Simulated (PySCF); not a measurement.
## Energy profile

The step: Si₂H₆ ([SiH3][SiH3]) + H₂S → SiH₄S ([SiH3][SH]) + SiH₄; bonds formed: Si1–S7, Si2–H6; bonds broken: Si1–Si2, H6–S7 (atoms numbered as in the saddle structure below).

| atom | x (Å) | y (Å) | z (Å) |
| --- | --- | --- | --- |
| Si1 | -1.0290 | -0.5080 | 0.2514 |
| Si2 | 0.5718 | 0.9485 | -1.0141 |
| H3 | -0.6627 | -1.5638 | -0.7686 |
| H4 | -2.5282 | -0.6640 | 0.1800 |
| H5 | -0.9827 | 0.5837 | 1.2922 |
| H6 | 0.8409 | -0.4112 | 0.3118 |
| S7 | 0.6741 | -1.6176 | 1.4012 |
| H8 | -0.5426 | 1.6225 | -1.7504 |
| H9 | 1.4617 | 0.3215 | -2.0285 |
| H10 | 1.2907 | 2.0048 | -0.2497 |
| H11 | 0.9059 | -0.7163 | 2.3746 |

Electronic energies by CCSD(T) at an estimated basis limit (MP2 extrapolated from triple and quadruple zeta, plus CCSD(T) − MP2 in triple zeta), on PBE0-D4/def2-TZVP structures; Si2H8S, closed shell; no counterpoise correction. Program: PySCF 2.14 with density fitting (its default auxiliary sets; JK sets also for MP2 and CCSD(T)). Basis: def2-TZVPP and def2-QZVPP. Cores are frozen in the correlated methods. Extrapolation: Hartree–Fock as exp(−7.88 √X), correlation as X^−2.97.

Problem. Give the profile in kJ/mol, counted from the separated reactants. (To be estimated.)

Solution. By the calculation:
| point | kJ/mol |
| --- | --- |
| separated: Si2H6 (linked as [SiH3][SiH3]; Si1, Si2, H3, H4, H5, H8, H9, H10; singlet) + H2S (H6, S7, H11; singlet) | 0.0 |
| start structure | -6.8 |
| saddle | 255.1 |
| end structure | -57.0 |
| separated: SiH4S (linked as [SiH3][SH]; Si1, H3, H4, H5, S7, H11; singlet) + SiH4 (Si2, H6, H8, H9, H10; singlet) | -51.9 |

T1 diagnostic: at most 0.014.

For scale, one of the runs: CCSD(T)/def2-TZVPP, 238 basis functions, launched by `OMP_NUM_THREADS=4 python run.py`. Time: 11 min of wall clock on 4 CPU threads of an Arm Neoverse V2; the host was shared. Peak host memory: 3.6 GiB.
